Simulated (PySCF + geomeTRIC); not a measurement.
A geometry relaxed with BP86-D3(BJ)/def2-SVP run with PySCF + geomeTRIC, charge 0, multiplicity 1:

```xyz
13

N     -0.2222     0.0476     0.3954
C      1.0769    -0.5155     0.7186
C     -0.1151     1.3737    -0.1870
H      0.4345     2.0504     0.5006
H     -0.5697    -1.0497    -1.4370
H     -1.1430    -1.8259     0.0873
H     -1.1262     1.8026    -0.3503
C     -1.0195    -0.8480    -0.4238
H      1.7299    -0.6852    -0.1838
H      0.9536    -1.4933     1.2300
H      0.4225     1.3872    -1.1772
H      1.6268     0.1611     1.4061
H     -2.0306    -0.4192    -0.5867
```

Problem. Write the SMILES of this molecule.

Solution. `CN(C)C`
